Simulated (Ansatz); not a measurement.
Ideal-gas functions of `C=C=NC(=N)Cl` at 600 K and 1 bar, from an Ansatz frequency run at PBE0-D4/def2-TZVP.

Molar mass 102.52 g/mol, point group C1 (symmetry number 1), electronic degeneracy 1, moments of inertia 79.09, 295.632, 354.553 u Å². Harmonic wavenumbers (cm⁻¹, unscaled): 41, 137, 338, 376, 434, 526, 541, 681, 739, 758, 855, 931, 979, 1181, 1299, 1451, 1755, 2173, 3184, 3276, 3558.

Use S(trans) = R[1.5 ln M + 2.5 ln T − 1.1517]; rotational temperatures θ = 24.2544 K / I; S(rot) = R[ln(√π/σ · √(T³/θAθBθC)) + 1.5]; for each mode x = 1.438777 ν̃/T, S = R[x/(eˣ − 1) − ln(1 − e⁻ˣ)] and H = RT x/(eˣ − 1); 1 cm⁻¹ = 0.0119627 kJ/mol; R = 8.31446 J/(mol·K).

Problem. By hand: the entropy, in J/(mol·K).

Solution. Translation 181.1. Rotation: θ = 0.3067, 0.082, 0.0684 K, giving 123.5. Vibration, mode by mode: 27.60, 17.61, 10.29, 9.45, 8.35, 6.91, 6.71, 5.10, 4.57, 4.40, 3.66, 3.17, 2.90, 1.98, 1.58, 1.18, 0.65, 0.28, 0.03, 0.03, 0.02, in all 116.5. Electronic 0.0. Sum 421.1 J/(mol·K).

Problem. By hand: H − E and G − E in kJ/mol, counted from the electronic energy.

Solution. Zero-point energy ½ × 25213 × 0.0119627 = 150.8; thermal vibration 35.3; translation, rotation and pV give 4 RT = 20.0. H − E = 206.1 kJ/mol, and G − E = 206.1 − 600 × 421.1/1000 = -46.6 kJ/mol.

Vibration gives 28 % of the entropy, 45.2 J/(mol·K) of it from the modes under 150 cm⁻¹: soft modes count most, and the harmonic formula is weakest for them. The sum counts one conformer and one mirror image; others add a mixing term.
